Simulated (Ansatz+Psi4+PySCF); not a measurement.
# doublet N4(+) in separate pieces: levels of theory in one basis

```yaml
atoms:
  - { symbol: N, position_ang: [0.5650, 0.0000, -2.0000] }
  - { symbol: N, position_ang: [-0.5650, 0.0000, -2.0000] }
  - { symbol: N, position_ang: [-0.5650, 0.0000, 2.0000] }
  - { symbol: N, position_ang: [0.5650, 0.0000, 2.0000] }
```

Basis set: cc-pVTZ (spherical functions). Correlated methods keep 4 orbitals frozen. Correlation on ROHF uses semicanonical orbitals with singles. Charge 1, multiplicity 2.

Computed with Ansatz (development build ahead of 0.2.0); each method stands on the lowest determinant of its kind that the runs found.

```json
{"method": "ROHF", "E − E(ROHF) (eV)": "0.00", "<S²> of the determinant": "0.75"}
{"method": "UHF", "E − E(ROHF) (eV)": "-0.12", "<S²> of the determinant": "0.80"}
{"method": "ROHF-MP2", "E − E(ROHF) (eV)": "-18.74", "<S²> of the determinant": "–"}
{"method": "UHF-MP2", "E − E(ROHF) (eV)": "-18.98", "<S²> of the determinant": "0.80"}
```

Q: Is a single determinant a sound starting point here?

A: Only with care. Unrestricted orbitals gain 0.12 eV and <S²> is 0.80 against 0.75 for a pure state, but several determinants compete.

Caution: the charge can sit on one fragment and break the point group; the determinant breaks the point group. Caution for ROHF-MP2, UHF-MP2: MP2 on this radical cation hangs on the determinant chosen; another reference gives a lower total.
